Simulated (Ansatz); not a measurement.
## Predicting a hybrid from its neighbours: SiH4 (silane)

SiH4: 5 atoms, total charge 0, spin state singlet. SMILES: `[SiH4]`. Geometry: relaxed at PBE0-D4/def2-TZVP.

The electronic atomisation energy y, in eV, basis cc-pVTZ; a is the functional's share of exact exchange. Programs: Ansatz 0.2.0.

| functional | program | a | y (eV) |
| --- | --- | --- | --- |
| revPBE | Ansatz | 0 | 13.36 |
| PBE | Ansatz | 0 | 13.55 |
| B3LYP | Ansatz | 0.2 | ? |
| r2SCAN0 | Ansatz | 0.25 | 13.86 |
| PBE0 | Ansatz | 0.25 | 13.61 |
| BHLYP | Ansatz | 0.5 | 13.94 |

**Question.** Fit y = c + s·a to the known rows and predict B3LYP.

**Answer.** 
1. Means of the 5 rows: a = 0.2000, y = 13.664.
2. Σ(Δa)² = 0.175, Σ(Δa·Δy) = 0.1735, so the slope is 0.1735/0.175 = 0.99143.
3. Intercept: 13.664 − (0.99143) × 0.2000 = 13.466. The largest residual of the fit is 0.15.
4. B3LYP: 13.466 + (0.99143) × 0.2 = 13.66 eV.

The run gave 13.97 eV, so the prediction is off by -0.31 eV, more than the scatter of the fit. The rows mix families of semi-local functionals, which the line can't see.
